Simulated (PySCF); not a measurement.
Stepwise substitution at one centre (Al Cl-OH). All species are isolated molecules in the gas phase. One relaxed conformer stands for each flexible species; it need not be the lowest. Strings in code marks are SMILES.

Computed with B3LYP-D3(BJ)/def2-TZVP (PySCF 2.14.0). B3LYP has the VWN-RPA correlation part, as in Gaussian. Delta-SCF ions had no search for a lower state. Excitations are Tamm–Dancoff values on a coarser integration grid. The basis has no diffuse functions, so Rydberg states are missing or too high.

| species | S1–T1 gap (TDA) (eV) | vertical ionisation energy (Delta-SCF) (eV) | S1 excitation (TDA) (eV) | LUMO (eV) |
|---|---|---|---|---|
| 0 of 3 Cl replaced by OH (`[Cl][Al]([Cl])[Cl]`) | 0.27 | 11.30 | (withheld) | -1.59 |
| 1 of 3 Cl replaced by OH (`[OH][Al]([Cl])[Cl]` (H–O–Al–Cl torsion 180°)) | 0.27 | 11.37 | 6.62 | (withheld) |
| 2 of 3 Cl replaced by OH | 0.32 | 11.38 | 6.78 | -1.05 |
| 3 of 3 Cl replaced by OH | (withheld) | (withheld) | 6.72 | -0.80 |

### Question
Some entries are withheld; supply them.

### Answer

- 0 of 3 Cl replaced by OH (`[Cl][Al]([Cl])[Cl]`), S1 excitation (TDA) (eV): 6.40
- 1 of 3 Cl replaced by OH (`[OH][Al]([Cl])[Cl]` (H–O–Al–Cl torsion 180°)), LUMO (eV): -1.30
- 3 of 3 Cl replaced by OH, S1–T1 gap (TDA) (eV): 0.31
- 3 of 3 Cl replaced by OH, vertical ionisation energy (Delta-SCF) (eV): 11.27
